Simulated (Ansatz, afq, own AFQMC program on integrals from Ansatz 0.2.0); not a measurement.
# Where AFQMC and coupled cluster stand for NH$_{2}$Cl, triplet

```xyz
4

Cl   -1.8735    0.2511    0.0000
H    -0.5947    0.2511    0.0000
N     1.0995    0.2511    0.0000
H     1.3686   -0.7532    0.0000
```

Connectivity, by distances: ClH ··· NH.

Basis cc-pVTZ. Only valence electrons are correlated. AFQMC by an in-house program on the Cholesky factors that Ansatz 0.2.0 writes for its CCSD(T) run. The CISD trial takes its coefficients from CCSD amplitudes. Released means that phaseless walkers are propagated on without the constraint, phases kept. Error bars are statistical, one sigma.

Determinant: UHF, the one that the program's search chose, which needn't be the lowest solution. The geometry is a point of a scan.

No full CI on the walks' own integrals is used here. The released AFQMC energy serves as the reference, which it does only where one determinant dominates, the energy is flat over the last release times and near the phaseless one (40 meV or 2 meV an electron, half that with transition metals). On small molecules, where full CI could be run and the noise was under 10 meV, such values lay within 10 meV of it in 19 cases of 20, a flattering rate, since the rule was set on those same cases; what remains of the bias isn't in the error bar.

Cautions: lower spins were not checked; the ph-AFQMC/HF walk drifts between its halves (2.0 errors); the released value is read at 2.40 1/Eh (meV from the phaseless value at times in 1/Eh: -7 ± 5 at 0.24, -9 ± 4 at 0.51, -8 ± 6 at 0.99, -11 ± 9 at 1.62, -8 ± 7 at 2.40).

- T1 diagnostic: 0.0097
- weight of the determinant in the CISD state: 0.876
- ⟨S²⟩ of the determinant: 2.017
- size of the correlated space: 14 electrons in 86 orbitals

Reference: AFQMC with the constraint released, correlation energy -10.834 ± 0.007 eV.

```json
{"level": "HF", "E − E(reference) (mEh)": "398.13 ± 0.27", "share of correlation (%)": "0.00"}
{"level": "MP2", "E − E(reference) (mEh)": "51.65 ± 0.27", "share of correlation (%)": "87.03"}
{"level": "CCSD", "E − E(reference) (mEh)": "14.02 ± 0.27", "share of correlation (%)": "96.48"}
{"level": "CCSD(T)", "E − E(reference) (mEh)": "1.55 ± 0.27", "share of correlation (%)": "99.61"}
{"level": "ph-AFQMC/HF", "E − E(reference) (mEh)": "1.31 ± 1.11", "share of correlation (%)": "99.67"}
{"level": "ph-AFQMC/CISD", "E − E(reference) (mEh)": "0.30 ± 0.34", "share of correlation (%)": "99.92"}
```

A walk keeps the symmetry of its determinant, which the program's search chose and which needn't be the lowest solution, so a lower state of the same spin and another symmetry isn't excluded. Released energies are given only where the last usable release times agree within the noise; a slower fall can still hide under it.
